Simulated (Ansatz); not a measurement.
System: diamond-structure Si. Method: PBE-D3(BJ) in Ansatz (plane waves, PAW).

Settings: plane-wave cutoff 500 eV, 12×12×12 k mesh, Fermi–Dirac smearing 0.05 eV, scalar-relativistic PAW data made under PBE.

Computed at the level's own relaxed cell.

Q: Give the computed volume per atom, lattice parameter a and band gap.

A: 
- volume per atom: 19.92 Å³/atom
- lattice parameter a: 5.421 Å
- band gap: 0.56 eV (on the SCF k mesh)

Measured, for comparison: band gap 1.23 eV (zero-point renormalisation of 0.06 eV added back here (the table's ZPR column); inputs from Chen et al. (2018), doi:10.1103/physrevmaterials.2.073803); equilibrium volume per atom 19.91 Å³/atom, lattice constant a 5.421 Å (static lattice: zero-point anharmonic expansion removed; as tabulated in Mejia-Rodriguez and Trickey (2018), arXiv:1807.09216). Computed (rounded) less measured: band gap -0.67 eV, equilibrium volume per atom +0.1 %, lattice constant a 0.0 %.

Ansatz is a quantum-chemistry and plane-wave program.
